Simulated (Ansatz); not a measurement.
# Al2B: the cost of one run

Program: Ansatz 0.2.0, Gaussian basis. Level of theory: def2-QZVPP, core rule «outside noble gas», up to 11 orbitals frozen. These are calculated values, not measurements.

To be run: UHF; ROHF; CCSD(T) on UHF.

3 further runs of the same task are left out: 1 that didn't finish, 2 set aside as unsound or not needed. Runs told in other sessions of the task aren't counted.

## (1) The system

The geometry is a PBE0/def2-TZVP stationary point (not a proven minimum) of the parent state, kept for this charge and spin.

3 atoms, charge 0, spin multiplicity 6.

Atoms are counted from 1 here; the program's logs count them from 0.

Bond lengths: Al1–Al2 2.726 Å, Al2–B3 2.006 Å. Angles: Al1–Al2–B3 180.0°.

As a file:

```xyz
3

Al    0.0000    0.0000    2.4864
Al    0.0000    0.0000   -0.2400
B     0.0000    0.0000   -2.2464
```

## (2) UHF

in.yaml reads:

```yaml
crystal:
  periodic: [false, false, false]
  atoms:
    - {symbol: Al, position_ang: [0.000000, 0.000000, 2.486400]}
    - {symbol: Al, position_ang: [0.000000, 0.000000, -0.240000]}
    - {symbol: B, position_ang: [0.000000, 0.000000, -2.246400]}
basis:
  gaussian: {orbitals: "def2-QZVPP.json"}
magnetization: {spin_polarized: true, initial_magnetization: 5}
hamiltonian: {xc: hf}
output: {orbitals: {seedname: orbitals}}
```

Started as:

```sh
ansatz run in.yaml --threads 1 --pin off --events-out ev --progress --plain --max-ram 2393MiB
```

Q: Estimate wall time and peak memory on 1 thread of Arm Neoverse V1, shared host.

About 31 s, with a peak of 0.53 GiB.
